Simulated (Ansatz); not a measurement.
CH4AlF, SMILES `F[CH2][AlH2]`, 7 atoms. Charge 0, multiplicity 1. All runs use 2 threads of an Arm Neoverse V1 on a shared host. Correlated methods freeze the cores. Open-shell runs search over several starts.

Q: Give the basis size and wall time and peak host memory of each of these runs in Ansatz. RKS ωB97M-V/def2-SVP energy; RKS HSE06 (plane-wave form)-D4/def2-TZVPP energy; UKS PBE-D4/def2-TZVPP energy of the cation; UKS ωB97X-V/def2-TZVPP energy of the cation; RKS ωB97X-V/def2-TZVPP energy; direct RPA on PBE orbitals/def2-TZVPP energy; UKS r2SCAN-D4/def2-TZVPP energy of the cation; UKS PBE0-D4/def2-TZVPP energy of the cation; UHF-MP2/def2-QZVPP energy of the cation; RKS PBE0-D4/def2-QZVPP energy; UKS ωB97M-V/def2-TZVPP energy of the cation; RHF-CCSD(T)/def2-TZVPP energy. (Estimate.)

A: The calculation gave: Other jobs shared the machine, so times are rough.

```tsv
level	job	functions	wall time	peak host memory (GiB)
RKS HSE06 (plane-wave form)-D4/def2-TZVPP	energy	160	1.8 s	0.32
direct RPA on PBE orbitals/def2-TZVPP	energy	160	2.6 s	0.32
RKS ωB97M-V/def2-SVP	energy	66	3 s	0.32
RKS PBE0-D4/def2-QZVPP	energy	304	4.3 s	0.74
UKS PBE0-D4/def2-TZVPP	energy of the cation	160	4.6 s	0.33
RKS ωB97X-V/def2-TZVPP	energy	160	5.5 s	0.34
UKS PBE-D4/def2-TZVPP	energy of the cation	160	5.5 s	0.32
UKS r2SCAN-D4/def2-TZVPP	energy of the cation	160	8.5 s	0.32
UKS ωB97X-V/def2-TZVPP	energy of the cation	160	12 s	0.46
RHF-CCSD(T)/def2-TZVPP	energy	160	15 s	1.1
UKS ωB97M-V/def2-TZVPP	energy of the cation	160	17 s	0.5
UHF-MP2/def2-QZVPP	energy of the cation	304	34 s	1
```
